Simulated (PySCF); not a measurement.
Gas-phase reaction: 3 H3SiN(CH3)2 ⇌ 3 HSiNH2 + 3 CH4 + C3H6 (propylene)

Method: PySCF energies plus ideal-gas RRHO corrections (1 bar). † marks an energy on the PBE0/def2-TZVP geometry and frequencies; other levels use their own. 6-31G* has spherical d functions here. All species are closed-shell singlets. B3LYP is the form with VWN-RPA correlation. HSiNH2: computed as isolated molecules; such fragments, hydroxides, amides, oligomers or adducts are transient or little studied in the gas. The harmonic model lacks anharmonicity and excited electronic states, which grow with temperature; levels with a mode under 35 cm⁻¹ are left out. Internal rotation in H3SiN(CH3)2, HSiNH2, C3H6 (propylene) is treated as a harmonic vibration of one conformer, which makes the entropy rough.

```json
[
 {"level": "B3LYP/6-31G*", "ΔE electronic, kJ": "203", "ΔH°(298 K), kJ": "199", "ΔS°(298 K), J/K": "582", "ΔG°(600 K), kJ": "-149"},
 {"level": "B3LYP/def2-TZVP†", "ΔE electronic, kJ": "144", "ΔH°(298 K), kJ": "143", "ΔS°(298 K), J/K": "576", "ΔG°(600 K), kJ": "-202"},
 {"level": "PBE/def2-TZVP†", "ΔE electronic, kJ": "177", "ΔH°(298 K), kJ": "176", "ΔS°(298 K), J/K": "576", "ΔG°(600 K), kJ": "-169"},
 {"level": "r2SCAN/def2-TZVP†", "ΔE electronic, kJ": "239", "ΔH°(298 K), kJ": "238", "ΔS°(298 K), J/K": "576", "ΔG°(600 K), kJ": "-107"},
 {"level": "ωB97M-V/def2-TZVP†", "ΔE electronic, kJ": "203", "ΔH°(298 K), kJ": "202", "ΔS°(298 K), J/K": "576", "ΔG°(600 K), kJ": "-142"}
]
```
ΔH° is lowest at B3LYP/def2-TZVP† and highest at r2SCAN/def2-TZVP†. No reference value is set beside these.
